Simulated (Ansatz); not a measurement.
A made-up structure of AlNH3S, doublet:

```
atom    x (Å)    y (Å)    z (Å)
  N1   0.3067   0.3612  -0.4893
 Al2  -1.4430   0.0219  -0.3059
  S3   1.6279  -0.0824   1.1897
  H4  -2.2674  -1.1962  -0.6892
  H5   0.6651   0.8559  -1.3062
  H6   0.6417  -0.6345   1.9180
```

It is relaxed with PBE-D4/def2-SVP and then PBE0-D4/def2-TZVP (Ansatz 0.2.0). Atoms count as bonded within 1.22 times the sum of their covalent radii (H–H: 0.88 Å). The end point is not checked to be a true minimum.

(1) Does its bonding change? (Judge from chemistry; the calculation decides.)

## Answers

(1) By the calculation: Yes. Formed: N1–S3; broken: none.

Where it ends: The first stage lowers the energy by 1.74 eV in 14 steps. It ends as AlNH₃S ([AlH][NH][SH]):
| atom | x (Å) | y (Å) | z (Å) |
| --- | --- | --- | --- |
| N1 | 0.2490 | 0.3527 | -0.3432 |
| Al2 | -1.4102 | -0.0099 | -0.9243 |
| S3 | 1.1202 | -0.6897 | 0.6753 |
| H4 | -2.0840 | -1.3285 | -0.3205 |
| H5 | 0.8038 | 1.1384 | -0.6493 |
| H6 | 0.8522 | -0.1371 | 1.8789 |

Labels in which every atom is bracketed show which atoms are joined, not bond orders.

For scale, one of the runs: PBE0-D4/def2-TZVP relaxation, 123 basis functions, launched by `ansatz run in.yaml --threads 2 --pin off --events-out ev --progress --plain --max-ram 4352MiB`. The run took about 27 s on 2 CPU threads of an Arm Neoverse V1 (shared host).
